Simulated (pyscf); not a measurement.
Elementary routes open to `[NH2][B]([Cl])[Cl]` + `[OH2]` in the gas phase (singlet surface):
A. `[OH][B]([Cl])[Cl]` + `[NH3]` (H–O, B–N broken; B–O, H–N formed)
B. `[NH2][B]([OH])[Cl]` + `[ClH]` (B–Cl, H–O broken; B–O, Cl–H formed)

Structures and frequencies: ωB97X-D3(BJ)/def2-SVP in PySCF.

### Question
Rank the routes by free-energy barrier at 600 K, lowest first, for ωB97M-D3(BJ)/def2-TZVP energies (ideal gas, 1 atm, RRHO with modes under 100 cm⁻¹ raised to 100, one conformer, R ln 2 for chiral ones without a mode under 150 cm⁻¹).

### Answer
A (1.40 eV), B (1.53 eV)

Route A is the fastest of these, ahead of the next by 0.13 eV. The most stable products are those of B (ΔG = -0.47 eV), whose barrier is 0.13 eV higher: the kinetic and the thermodynamic product differ. At 1200 K A is still the fastest. A: On the reactant side the descent ends in an adduct with a B–O contact, 0.09 eV over the separated species and 0.39 eV under the saddle at ωB97X-D3(BJ)/def2-TZVP. On the product side the descent ends in an adduct with a B–N contact, 0.86 eV under the separated species and 1.42 eV under the saddle at ωB97X-D3(BJ)/def2-TZVP. B: On the product side the descent ends in a complex, 0.26 eV under the separated species and 1.32 eV under the saddle at ωB97X-D3(BJ)/def2-TZVP. Only these routes are compared; each barrier is that of the saddle found, and lower ones may exist.
